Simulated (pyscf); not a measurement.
# Multi-bond step: HO–Si(F)(F)–O–SiH₃ + HF + H₂O → HO–Si(F)(F)–F + HO–SiH₃ + H₂O

Gas phase, singlet surface, charge 0. Bonds broken: Si2–O5, H11–F12, H13–O14. Bonds formed: Si2–F12, O5–H13, H11–O14. PySCF, gas phase, ωB97X-D3(BJ)/def2-SVP geometries.

Transition state (Å):

```xyz
15

O     -0.3790    -1.8880     0.8625
Si    -0.6163    -0.2573     0.8919
F     -2.2433    -0.3724     0.5849
F     -0.7811     0.6867     2.2300
O     -0.4135     0.8518    -0.4285
Si    -1.6467     1.0869    -1.5841
H      0.5406    -2.1250     1.0231
H     -1.0013     1.9462    -2.6176
H     -2.7948     1.8240    -1.0012
H     -2.0420    -0.2079    -2.1837
H      1.4181     1.2792     1.0906
F      1.1847    -0.0683     1.1514
H      0.4389     1.8654     0.0962
O      1.1308     2.2597     0.8106
H      0.5678     2.5386     1.5548
```

One imaginary mode, 207i cm⁻¹; descent along it reached the two sides named, in the forms told below.

```tsv
bond	change	reactant side (Å)	saddle	product side
Si2–O5	breaks	1.647	1.736	1.812
H11–F12	breaks	0.963	1.369	1.796
H13–O14	breaks	0.974	1.070	1.515
Si2–F12	forms	3.4	1.829	1.711
O5–H13	forms	1.948	1.425	1.027
H11–O14	forms	1.565	1.059	0.978
```

Electronic energies relative to the separated reactants (eV):

```
level                   barrier  reaction energy  reverse barrier
----------------------  -------  ---------------  ---------------
ωB97X-D3(BJ)/def2-TZVP    -0.18            -0.12            -0.06
PBE/def2-TZVP             -0.28            -0.28             0.00
r²SCAN/def2-TZVP          -0.38            -0.25            -0.14
B3LYP-D3(BJ)/def2-TZVP    -0.16            -0.17             0.02
PBE0-D3(BJ)/def2-TZVP     -0.28            -0.18            -0.10
M06-2X/def2-TZVP          -0.29            -0.16            -0.13
ωB97M-D3(BJ)/def2-TZVP    -0.18            -0.20             0.02
HF/def2-TZVP               0.91            -0.20             1.11
```

With ωB97M-D3(BJ)/def2-TZVP energies and thermal terms (ideal gas, 1 atm, RRHO with modes under 100 cm⁻¹ raised to 100, one conformer, R ln 2 for rigid chiral ones), in eV:

```json
[
 {"T (K)": "298", "ΔH‡": "-0.10", "ΔG‡": "0.92", "ΔH": "-0.20", "ΔG": "-0.28"},
 {"T (K)": "600", "ΔH‡": "-0.11", "ΔG‡": "1.97", "ΔH": "-0.23", "ΔG": "-0.35"},
 {"T (K)": "900", "ΔH‡": "-0.08", "ΔG‡": "3.00", "ΔH": "-0.24", "ΔG": "-0.41"},
 {"T (K)": "1200", "ΔH‡": "-0.02", "ΔG‡": "4.02", "ΔH": "-0.26", "ΔG": "-0.47"}
]
```

On the reactant side the descent ends in a bound adduct (not fully relaxed), 0.93 eV under the separated species and 0.75 eV under the saddle at ωB97X-D3(BJ)/def2-TZVP. On the product side the descent ends in an adduct with a O–Si contact, 0.44 eV under the separated species and 0.38 eV under the saddle at ωB97X-D3(BJ)/def2-TZVP. At ωB97X-D3(BJ), PBE, r²SCAN, B3LYP-D3(BJ), PBE0-D3(BJ), M06-2X, ωB97M-D3(BJ) the saddle lies under the separated reactants, which points to a path from their complex (located at ωB97X-D3(BJ) alone). At ωB97X-D3(BJ), r²SCAN, PBE0-D3(BJ), M06-2X the saddle lies under the separated products, which points to a path from their complex (located at ωB97X-D3(BJ) alone). What is counted as broken (O–Si) persists as a longer contact in the product adduct; parting that adduct is a step of its own. One saddle was located; it need not be the lowest between these sides.
